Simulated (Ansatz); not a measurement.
`C=CC#CCF` + CH₄ → `CC#CCF` + `C=C`  (formal exchange of groups at a C–C bond)

Calculated with Ansatz (gas phase, PBE0-D4/def2-TZVP geometries, no zero-point term in ΔE). CCSD(T)/CBS is the MP2 limit (def2-TZVPP, def2-QZVPP) plus CCSD(T) − MP2 in def2-TZVPP, frozen cores. This one scheme is used for every species. Functionals use def2-TZVPP. B3LYP here is the variant with VWN-RPA as its local correlation; programs differ in this.

`C=CC#CCF`:

```xyz
11

C     1.651   -1.839   -0.657
C     0.694   -1.508    0.209
C    -0.010   -0.279    0.197
C    -0.631    0.753    0.219
C    -1.359    2.005    0.219
F    -2.308    2.042    1.223
H     1.957   -1.166   -1.449
H     2.149   -2.797   -0.589
H     0.409   -2.205    0.993
H    -0.675    2.846    0.373
H    -1.876    2.148   -0.737
```

CH₄:

Z-matrix (Å, degrees):
```
C
H 1 1.090
H 1 1.090 2 109.5
H 1 1.090 2 109.5 3 -120.0
H 1 1.090 2 109.5 3 120.0
```

`CC#CCF`:

```xyz
10

C    -1.381    1.461    0.454
C    -0.398    0.450    0.126
C     0.412   -0.397   -0.142
C     1.399   -1.406   -0.472
F     1.004   -2.663   -0.049
H    -0.976    2.192    1.159
H    -2.260    1.003    0.913
H    -1.710    1.995   -0.441
H     2.357   -1.180    0.007
H     1.553   -1.454   -1.555
```

`C=C`:

Cartesian coordinates in Å:
```
C 0.516 -0.375 0.176
C -0.516 0.375 -0.176
H 0.457 -1.071 1.005
H 1.463 -0.324 -0.351
H -0.457 1.071 -1.005
H -1.463 0.324 0.351
```

Q: Is it downhill or uphill in electronic energy at CCSD(T)/CBS, and by how much? (Estimate.)

A: The calculation gave: Uphill: ΔE = +0.22 eV.

Q: What do these levels give: PBE-D4, B3LYP-D4, ωB97M-V, PBE0, HF/def2-TZVPP, MP2/def2-TZVPP, SCS-MP2/def2-TZVPP, CCSD(T)/def2-TZVPP, HF/def2-QZVPP, SCS-MP2/def2-QZVPP, HF/CBS(def2), CCSD/CBS(def2)? (Estimate.)

A: Computed: PBE-D4 0.31, B3LYP-D4 0.28, ωB97M-V 0.20, PBE0 0.25, HF/def2-TZVPP 0.13, MP2/def2-TZVPP 0.27, SCS-MP2/def2-TZVPP 0.24, CCSD(T)/def2-TZVPP 0.22, HF/def2-QZVPP 0.13, SCS-MP2/def2-QZVPP 0.23, HF/CBS(def2) 0.13, CCSD/CBS(def2) 0.19 eV.

Largest T1 diagnostic among the species: 0.012.

From PBE to PBE0 (25 % exact exchange), in def2-TZVPP and without D4, ΔE moves by −0.05 eV. In def2-TZVPP, CCSD(T) changes the Hartree–Fock value by +0.09 eV (the triples alone add +0.03 eV) and MP2 by +0.14 eV.
